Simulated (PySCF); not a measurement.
Compound: C5H12O.
SMILES with atom numbers: `[CH3:1][CH2:2][CH2:3][CH2:4][CH2:5][OH:6]` (hydrogens: H7, H8, H9 on C1; H10, H11 on C2; H12, H13 on C3; H14, H15 on C4; H16, H17 on C5; H18 on O6)

Computed with PySCF, PBE0-D3(BJ)/def2-TZVP geometry optimisation, gas phase.

Question: What internal coordinates does the optimisation give?

Answer: 
| bond | length (Å) | order |
| --- | --- | --- |
| C1–C2 | 1.518 | single |
| C2–C3 | 1.520 | single |
| C3–C4 | 1.519 | single |
| C4–C5 | 1.515 | single |
| C5–O6 | 1.412 | single |
| C1–H7, C1–H8, C1–H9 | 1.093 | single |
| C2–H10, C2–H11 | 1.096 | single |
| C3–H12, C3–H13 | 1.097 | single |
| C4–H14, C4–H15 | 1.097 | single |
| C5–H16, C5–H17 | 1.097 | single |
| O6–H18 | 0.961 | single |

Bonds in one row agree within 0.01 Å and their mean is given. Orders are formal, as drawn. A selection of angles:
| angle | degrees |
| --- | --- |
| C2–C1–H7 | 111.1 |
| H7–C1–H8 | 107.5 |
| C1–C2–C3 | 113.0 |
| C1–C2–H10 | 109.7 |
| C3–C2–H10 | 109.1 |
| H10–C2–H11 | 106.0 |
| C2–C3–C4 | 113.4 |
| C2–C3–H12 | 109.2 |
| C4–C3–H12 | 109.6 |
| H12–C3–H13 | 105.9 |
| C3–C4–C5 | 112.9 |
| C3–C4–H14 | 110.2 |
| C5–C4–H14 | 108.7 |
| H14–C4–H15 | 106.5 |
| C4–C5–O6 | 113.3 |
| C4–C5–H16 | 110.0 |
| O6–C5–H16 | 105.6 |
| O6–C5–H17 | 110.9 |
| H16–C5–H17 | 107.0 |
| C5–O6–H18 | 108.1 |

Dihedral angles: C1–C2–C3–C4 180° (antiperiplanar); C2–C3–C4–C5 180° (antiperiplanar); C3–C4–C5–O6 -178° (antiperiplanar); H18–O6–C5–C4 -58° (synclinal). The mirror-image conformer, all signs reversed, is as good.

The 6 heavy atoms lie in one plane (0.016 Å rms). Of the pairs four or more bonds apart, H15···H18 is among the closest relative to their van der Waals radii: 2.46 Å, 102 % of the sum of Bondi's values.

No frequency check. One conformer, not necessarily the lowest (C1–C2–C3–C4 180°, C2–C3–C4–C5 180°, C3–C4–C5–O6 -178°, C4–C5–O6–H -58°).

Time: 4.1 min wall, 9.5 min CPU; peak memory 1.4 GiB. Hardware: Intel Xeon Platinum 8259CL at 2.50 GHz, 2 threads, shared host with 96 logical CPUs at a one-minute load of 58. This is the geometry optimisation.
